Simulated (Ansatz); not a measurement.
BH$_{4}$NS, SMILES `NBS`, relaxed with RKS PBE0-D4/def2-TZVP in Ansatz from a PBE-D4/def2-SVP geometry. The force threshold is 0.005 eV/Å; the program also tests the step.

Charge 0, multiplicity 1.

Start:

```xyz
7

N     0.063    0.200   -1.169
B     0.131   -0.245    0.160
S    -0.700    0.698    1.489
H    -0.429    1.041   -1.471
H     0.515   -0.304   -1.930
H     0.744   -1.260    0.423
H    -0.325   -0.131    2.498
```

```csv
step,energy (eV),largest force (eV/Å),largest move (Å)
1,-13063.5396,0.552,0.000
2,-13063.5622,0.155,0.017
3,-13063.5645,0.028,0.007
4,-13063.5645,0.014,0.002
5,-13063.5645,0.001,0.001
```

End:

```xyz
7

N     0.064    0.198   -1.161
B     0.134   -0.248    0.156
S    -0.689    0.689    1.476
H    -0.424    1.027   -1.452
H     0.508   -0.297   -1.913
H     0.736   -1.245    0.415
H    -0.329   -0.124    2.479
```

Hardware: 2 threads of a server CPU on a shared host. Wall time 16 s, peak host memory 0.21 GiB.
